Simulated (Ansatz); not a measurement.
```yaml
crystal:
  periodic: [false, false, false]
  atoms:
    - {symbol: C, position_ang: [0.288136, -1.402035, 1.089680]}
    - {symbol: N, position_ang: [0.781708, -0.363719, -0.058563]}
    - {symbol: C, position_ang: [-0.217814, 0.804384, -0.406035]}
    - {symbol: O, position_ang: [-1.516358, 0.290666, -1.070440]}
    - {symbol: O, position_ang: [0.553616, 1.814943, -1.270893]}
    - {symbol: F, position_ang: [-0.744116, 1.547521, 0.850009]}
    - {symbol: H, position_ang: [1.091548, -2.319035, 1.160537]}
    - {symbol: H, position_ang: [-0.793392, -1.871923, 0.772377]}
    - {symbol: H, position_ang: [0.170272, -0.888005, 2.197791]}
    - {symbol: H, position_ang: [1.805993, 0.068978, 0.152228]}
    - {symbol: H, position_ang: [-1.203869, -0.359331, -1.872412]}
    - {symbol: H, position_ang: [-0.129483, 2.615733, -1.506313]}
basis:
  gaussian: {orbitals: cc-pVTZ}
hamiltonian: {xc: {name: SVWN5}, pseudopotentials: {relativity: scalar}}
output: {forces: true}
```

```sh
$ ansatz run in.yaml --threads 4 --pin off --events-out ev --progress --plain --max-ram 10444MiB
```

Output, abridged:

```
Functional definition: SVWN5
1343 factors; their error is unknown
mean field evaluation 1: about -10389.7913 eV, gradient 8.3e1 eV
mean field evaluation 2: about -10342.8377 eV, gradient 1.7e2 eV
mean field evaluation 4: about -10401.9856 eV, gradient 1.3e1 eV
mean field evaluation 8: about -10402.2287 eV, gradient 2.1e-1 eV
mean field evaluation 16: about -10402.1783 eV, gradient 1.0e-2 eV
mean field -10402.17833082 eV, -382.2730028078 hartree, gradient 7.0e-6 eV, S^2 0.000000; 0 other end points of the search recorded, 0 dependent functions left out
reference -10402.17836728 eV, -382.2730041479 hartree; 25, 25 occupied and 239, 239 virtual orbitals, 1343 factors
Total energy: -10402.17836728 eV, -382.2730041479 hartree
Relativity: scalar
Atom 0 at     0.288136    -1.402035     1.089680 Å, force    -0.083260     0.461234    -0.186853 eV/Å
Atom 1 at     0.781708    -0.363719    -0.058563 Å, force    -1.026717     1.836817     1.266242 eV/Å
Atom 2 at    -0.217814     0.804384    -0.406035 Å, force     0.263954    -0.183940    -0.197848 eV/Å
Atom 3 at    -1.516358     0.290666    -1.070440 Å, force     4.282576    -0.357776    -0.225945 eV/Å
Atom 4 at     0.553616     1.814943    -1.270893 Å, force    -3.924928    -0.681544     1.813683 eV/Å
Atom 5 at    -0.744116     1.547521     0.850009 Å, force     1.175998    -1.940912    -3.375113 eV/Å
Atom 6 at     1.091548    -2.319035     1.160537 Å, force    -1.755585     2.290713    -0.352285 eV/Å
Atom 7 at    -0.793392    -1.871923     0.772377 Å, force     2.542146     1.285737     0.545075 eV/Å
Atom 8 at     0.170272    -0.888005     2.197791 Å, force     0.297556    -1.056332    -2.637877 eV/Å
Atom 9 at     1.805993     0.068978     0.152228 Å, force    -3.100763    -1.001069    -0.353962 eV/Å
Atom 10 at    -1.203869    -0.359331    -1.872412 Å, force    -0.517635     2.141601     2.690637 eV/Å
Atom 11 at    -0.129483     2.615733    -1.506313 Å, force     1.846658    -2.794530     1.014245 eV/Å
Dipole moment:     0.200672    -0.266450    -0.161083 e Å
```

Run time 1.7 s (4 threads of an Arm Neoverse V2 on a shared host); peak host memory 0.5 GiB.
